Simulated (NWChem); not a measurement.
Species: methanol (CH$_{4}$O); SMILES CO

```xyz
6

C     -0.0103    -0.6495     0.0000
O     -0.0878     0.7457     0.0000
H      0.4975    -1.0609    -0.8949
H     -1.0381    -1.0424     0.0000
H      0.4975    -1.0609     0.8949
H      0.8077     1.0959     0.0000
```
Atoms are numbered in this order, from 1.

Program: NWChem. Geometry: optimised at PBE0/def2-SVP.

Q: Predict the results for Hartree-Fock/def2-TZVPD. Quantities: highest occupied level (eV); orbital gap (eV); dipole (D).

A: 
```json
{
  "highest occupied level (eV)": "-12.22",
  "orbital gap (eV)": "14.05",
  "dipole (D)": "1.74"
}
```
